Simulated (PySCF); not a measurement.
Record of a relaxation.

Compound: propionyl chloride, C₃H₅ClO.
Numbering: `[CH3:1][CH2:2][C:3](=[O:4])[Cl:5]` (hydrogens: H6, H7, H8 on C1; H9, H10 on C2)

Computed by this run: PBE0-D3(BJ)/def2-SVP geometry optimisation, gas phase in PySCF 2.14.0; density fitting, grid level 1; the optimiser is geomeTRIC in internal coordinates, started from a GFN2-xTB structure. The frame can shift and turn from step to step; on so coarse a grid that alone can change the energy by a few meV, and forces under 0.02 eV/Å are noise.

Step 0: E = -17744.8470 eV, largest atomic force 1.009 eV/Å
```
atom  x, y, z in Å  |  force x, y, z in eV/Å
C1     -1.169   -0.394   -0.065    0.483   0.410  -0.031
C2      0.038    0.535   -0.123   -0.665  -0.753   0.090
C3      1.300   -0.185    0.216    0.403   0.104   0.028
O4      1.457   -1.319    0.507   -0.270  -0.171   0.003
Cl5     2.705    0.908    0.140    0.286   0.252  -0.020
H6     -2.072    0.152   -0.321   -0.388   0.185  -0.098
H7     -1.280   -0.809    0.933   -0.095  -0.205   0.375
H8     -1.047   -1.218   -0.763   -0.011  -0.356  -0.254
H9     -0.075    1.368    0.575    0.105   0.314   0.145
H10     0.153    0.968   -1.120    0.150   0.220  -0.237
```

Step 1: E = -17744.8752 eV, largest atomic force 0.193 eV/Å
```
atom  x, y, z in Å  |  force x, y, z in eV/Å
C1     -0.442    0.231    0.523   -0.071  -0.076   0.004
C2      0.754    1.155    0.456    0.126   0.145  -0.011
C3      2.050    0.467    0.776   -0.061  -0.071  -0.001
O4      2.200   -0.674    1.051    0.064   0.047   0.000
Cl5     3.451    1.591    0.698   -0.061  -0.037   0.004
H6     -1.363    0.777    0.270    0.027  -0.014   0.009
H7     -0.560   -0.195    1.531    0.002   0.011  -0.023
H8     -0.335   -0.609   -0.179   -0.007   0.022   0.017
H9      0.668    2.009    1.151   -0.005  -0.023  -0.038
H10     0.878    1.612   -0.542   -0.015  -0.004   0.040
```

Step 2: E = -17744.8745 eV, largest atomic force 0.146 eV/Å
```
atom  x, y, z in Å  |  force x, y, z in eV/Å
C1     -0.445    0.232    0.523   -0.024  -0.010  -0.001
C2      0.756    1.154    0.455   -0.011  -0.083   0.015
C3      2.047    0.460    0.775    0.120   0.048   0.012
O4      2.223   -0.676    1.053   -0.143   0.013  -0.026
Cl5     3.435    1.595    0.696    0.051   0.052  -0.006
H6     -1.363    0.780    0.271   -0.003  -0.003   0.002
H7     -0.563   -0.194    1.530    0.002   0.003   0.002
H8     -0.341   -0.608   -0.179    0.002   0.003  -0.004
H9      0.671    2.007    1.149    0.004  -0.013   0.000
H10     0.880    1.611   -0.541    0.001  -0.011   0.005
```

Step 3: E = -17744.8759 eV, largest atomic force 0.033 eV/Å
```
atom  x, y, z in Å  |  force x, y, z in eV/Å
C1     -0.444    0.231    0.523   -0.008  -0.005   0.000
C2      0.755    1.155    0.455    0.003  -0.021   0.003
C3      2.049    0.463    0.775    0.026   0.019   0.007
O4      2.211   -0.675    1.051   -0.030  -0.004  -0.008
Cl5     3.442    1.594    0.697    0.011   0.011  -0.002
H6     -1.363    0.777    0.272   -0.001   0.001   0.002
H7     -0.560   -0.195    1.530    0.003   0.002   0.002
H8     -0.338   -0.609   -0.178    0.003   0.002  -0.003
H9      0.670    2.008    1.149   -0.002  -0.002   0.001
H10     0.879    1.612   -0.541   -0.004  -0.003  -0.001
```

Step 4: E = -17744.8759 eV, largest atomic force under 0.02 eV/Å
```
atom  x, y, z in Å  |  force x, y, z in eV/Å
C1     -0.443    0.230    0.524   -0.003  -0.004   0.001
C2      0.755    1.156    0.455    0.004   0.003   0.002
C3      2.049    0.465    0.774    0.000   0.003  -0.003
O4      2.209   -0.674    1.049    0.001  -0.001  -0.001
Cl5     3.443    1.595    0.697   -0.002   0.000   0.001
H6     -1.363    0.776    0.273    0.000   0.000   0.002
H7     -0.558   -0.196    1.531    0.001  -0.001   0.000
H8     -0.337   -0.609   -0.178    0.000   0.001  -0.001
H9      0.668    2.008    1.149   -0.001   0.001   0.000
H10     0.877    1.613   -0.541   -0.001  -0.001   0.000
```

Q: Summarise the path.

A: The energy falls by 0.67 kcal/mol from step 0 to step 4; nine tenths of that is first reached at step 1. It rises by more than 0.2 meV at step 2. The largest force goes from 1.009 to under 0.02 eV/Å. Among the bonds C3–Cl5 changes most, from 1.781 to 1.796 Å; the atoms move by 0.022 Å rms after alignment.

The cost below is that of the whole optimisation. On Arm Neoverse V1, one thread, no GPU, shared host with 32 logical CPUs at a one-minute load of 15, this took 16 s of wall time and 0.41 GiB of memory at its peak.
